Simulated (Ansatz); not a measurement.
# AlNH₄ (triplet): from Hartree-Fock to the top rungs at distance Al1–H4 along a hydrogen transfer = 1.475 Å, cc-pVDZ

An exercise on one series of results from a longer session: the logs are not shown, and one member is left open.

The runs use Ansatz 0.2.0, Gaussian basis; cc-pVDZ, core rule «outside noble gas», up to 6 orbitals frozen.

To be run: UHF; CCSD(T) on ROHF; CCSD(T) on UHF; BCCD(T) on ROHF; CISD; CCSDT(Q) on ROHF; CCSDT(Q) on UHF; CASSCF and MRCISD+Q, 4 electrons in 4 orbitals; CASSCF and NEVPT2, 4 electrons in 4 orbitals.

5 further runs of the same task are left out: 3 that didn't finish, 2 set aside as unsound or not needed.

## What is computed

The geometry derives from fragments relaxed apart (PBE0/def2-TZVP) and kept rigid, so it is no stationary point. A hydrogen atom is moved between rigid fragments.

6 atoms, charge 0, spin multiplicity 3.

Atoms are counted from 1 here; the program's logs count them from 0.

Bond lengths: Al1–H2 1.586 Å, Al1–H3 1.586 Å, Al1–H4 1.475 Å, N5–H6 1.040 Å. Angles: H2–Al1–H3 120.0°, H2–Al1–H4 120.0°, H3–Al1–H4 120.0°.

Set-up of the first run:

File in.yaml:

```yaml
crystal:
  periodic: [false, false, false]
  atoms:
    - {symbol: Al, position_ang: [-1.140146, 0.022483, 0.000000]}
    - {symbol: H, position_ang: [-1.933070, 1.395868, 0.000000]}
    - {symbol: H, position_ang: [-1.933070, -1.350901, 0.000000]}
    - {symbol: H, position_ang: [0.334854, 0.022483, 0.000000]}
    - {symbol: N, position_ang: [2.267854, 0.022483, 0.000000]}
    - {symbol: H, position_ang: [2.536935, -0.981743, 0.000000]}
basis:
  gaussian: {orbitals: cc-pVDZ}
magnetization: {spin_polarized: true, initial_magnetization: 2}
hamiltonian: {xc: hf}
output: {orbitals: {seedname: orbitals}}
```

Started as:

```bash
ansatz run in.yaml --threads 1 --pin off --events-out ev --progress --plain --max-ram 2393MiB
```

Among the steps run: UHF; CCSD(T) on ROHF; CCSD(T) on UHF; BCCD(T) on ROHF; CISD; CCSDT(Q) on ROHF; CCSDT(Q) on UHF; CASSCF and MRCISD+Q, 4 electrons in 4 orbitals; CASSCF and NEVPT2, 4 electrons in 4 orbitals.

One of the session's tables, all rows but one given; the rest of the session is left out.

| method | from UCCSDT(Q) (meV) |
| --- | --- |
| ROHF | +6548.1 |
| UHF | +6347.4 |
| RMP2 | +1304.4 |
| UMP2 | +1301.7 |
| CISD | +574.9 |
| RCCSD | +113.4 |
| UCCSD | ? |
| RCCSD(T) | +26.1 |
| UCCSD(T) | +24.8 |
| BCCD(T) | +25.9 |
| RCCSDT | +5.5 |
| UCCSDT | +4.2 |
| RCCSDT(Q) | +1.3 |
| UCCSDT(Q) | 0 |
| CASSCF pair | +5915.1 |
| NEVPT2 pair | +1222.4 |

**Question.** Estimate the row for UCCSD.

The run gave: from UCCSDT(Q) (meV): +110.1. In the column «from UCCSDT(Q) (meV)» it lies between RCCSD(T) (+26.1) and RCCSD (+113.4).

Not comparable, so not listed: CASSCF and MRCISD+Q, 4 electrons in 4 orbitals (they don't share determinant, frozen orbitals or solution with the rows shown, or repeat one).

Caveats from the session: Restricted and unrestricted rows rest on different reference determinants; where their highest levels disagree by more than a few hundredths of an eV, they describe different states and don't form one ladder. Warnings in the runs' records: passed over end.
